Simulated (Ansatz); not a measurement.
Cartesian coordinates in Å:
```
F -0.231 -0.708 1.650
C -0.551 -0.108 0.503
O 0.111 1.128 0.260
C 0.452 0.062 -0.523
F 1.679 -0.412 -0.387
F 0.159 0.160 -1.813
H -1.620 -0.122 0.310
```

The species carries charge 0 and has multiplicity 1.

Question: List the CAM-B3LYP/def2-TZVPP orbital energies in eV (Ansatz 0.2.0). (An estimate is asked.)

Answer: Ansatz gave: Occupied: -675.10, -675.07, -674.85, -524.59, -285.53, -283.67, -38.20, -36.82, -36.21, -33.57, -22.14, -21.05, -19.15, -18.81, -17.46, -17.09, -16.12, -15.34, -14.82, -14.43, -14.16, -13.25, -11.99, -11.06. Lowest empty: 2.43, 2.88, 3.19, 3.75, 4.81, 5.75, 6.52, 7.14.
